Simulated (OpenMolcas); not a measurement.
## Exact exchange and the electronic atomisation energy of CHFO (formyl fluoride)

CHFO: 4 atoms, total charge 0, spin state singlet. SMILES: `O=CF`. The coordinates come from a PBE0-D4/def2-TZVP relaxation.

The electronic atomisation energy y, in eV, basis def2-TZVPP; a is the functional's share of exact exchange. Programs: OpenMolcas 26.06.

```
functional     program     a  y (eV)
      TPSS  OpenMolcas     0   17.55
      BLYP  OpenMolcas     0   17.74
     B3LYP  OpenMolcas   0.2       ?
      PBE0  OpenMolcas  0.25   17.49
     BHLYP  OpenMolcas   0.5   16.26
```

Task: Fit y = c + s·a to the known rows and predict B3LYP.

Result: 
1. Means of the 4 rows: a = 0.1875, y = 17.260.
2. Σ(Δa)² = 0.17188, Σ(Δa·Δy) = -0.4425, so the slope is -0.4425/0.17188 = -2.5745.
3. Intercept: 17.260 − (-2.5745) × 0.1875 = 17.743. The largest residual of the fit is 0.39.
4. B3LYP: 17.743 + (-2.5745) × 0.2 = 17.23 eV.

The run gave 17.38 eV, so the prediction is off by -0.15 eV, within the scatter of the fit.
